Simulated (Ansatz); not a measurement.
A nudged elastic band was laid between two geometries of H3N + H6Si2 (12 atoms, charge 0, multiplicity 1).

The calculation used Ansatz 0.2.0, RKS PBE-D4/def2-SVP.

| Item | Value |
| --- | --- |
| movable images | 5 |
| climbing image | yes |
| spring | 5.0 eV/Å² |
| optimiser | quadratic models (default) |
| start path | through a guess of the saddle point |
| force threshold | 0.5 eV/Å |
| iteration limit | 60 |
| end points | relaxed |

Initial state:

```xyz
12
Properties=species:S:1:pos:R:3
Si 0.350 -0.087 0.056
Si 0.263 -0.134 2.401
H -0.537 -1.307 2.906
H 1.649 -0.275 2.990
H -0.314 1.139 2.962
H 1.773 -0.213 -0.440
H -0.184 1.211 -0.491
H -0.420 -1.229 -0.554
N -2.473 0.184 1.164
H -2.921 -0.386 0.434
H -2.732 1.160 0.968
H -2.939 -0.064 2.047
```

Final state:

```xyz
12
Properties=species:S:1:pos:R:3
Si -0.551 0.231 -0.651
Si -0.098 -0.299 3.374
H -0.400 -0.399 4.843
H 1.087 -1.161 3.048
H 0.200 1.132 3.025
H 0.533 -0.161 0.336
H -0.225 1.615 -1.137
H -0.485 -0.758 -1.782
N -2.194 0.247 -0.055
H -2.608 -0.649 0.216
H -2.448 0.961 0.633
H -1.296 -0.758 2.592
```

What changes between the two ends?

Bonds broken: Si1–Si2, N9–H12. Bonds formed: Si1–N9, Si2–H12. H3N + H6Si2 becomes H4Si + H5NSi.

Give the energies along the band, and the barrier.

The forces met the threshold. The highest image is number 4 of 0 to 6, 172.9 kJ/mol above the first end and 174.7 kJ/mol above the last; the last end lies 1.8 kJ/mol below the first. The threshold of 0.5 eV/Å is loose, so the images may lie well off the minimum-energy path. Neighbouring images differ by up to 1.7 eV, so the band resolves the path poorly. The order of the stationary point at the top wasn't checked. The orbitals stay closed-shell, which can raise the energy where a bond breaks towards radicals; this wasn't checked here.

| image | path coordinate (Å) | energy (kJ/mol) | Si1–Si2 (Å) | N9–H12 (Å) | Si1–N9 (Å) |
| --- | --- | --- | --- | --- | --- |
| 0 | 0.00 | 0.0 | 2.35 | 1.03 | 3.04 |
| 1 | 1.11 | 4.2 | 2.35 | 1.03 | 2.95 |
| 2 | 2.22 | 11.8 | 2.36 | 1.03 | 2.68 |
| 3 | 3.33 | 83.3 | 2.59 | 1.03 | 2.17 |
| 4 | 4.44 | 172.9 | 3.23 | 1.13 | 1.96 |
| 5 | 5.77 | 8.0 | 3.82 | 2.39 | 1.74 |
| 6 | 7.10 | -1.8 | 4.08 | 2.97 | 1.75 |

What is the geometry of the highest image?


```xyz
12
Properties=species:S:1:pos:R:3
Si -0.333 0.139 -0.236
Si -0.039 -0.263 2.952
H -0.748 -0.533 4.277
H 1.199 -1.146 3.019
H 0.525 1.140 3.165
H 0.977 0.541 0.342
H -0.704 1.187 -1.253
H -0.259 -1.219 -0.868
N -2.101 0.044 0.606
H -2.799 -0.537 0.098
H -2.496 0.989 0.747
H -1.706 -0.342 1.595
```

Run time: 2.1 min on 2 threads of Arm Neoverse V2 (shared host), peak memory 0.13 GiB.
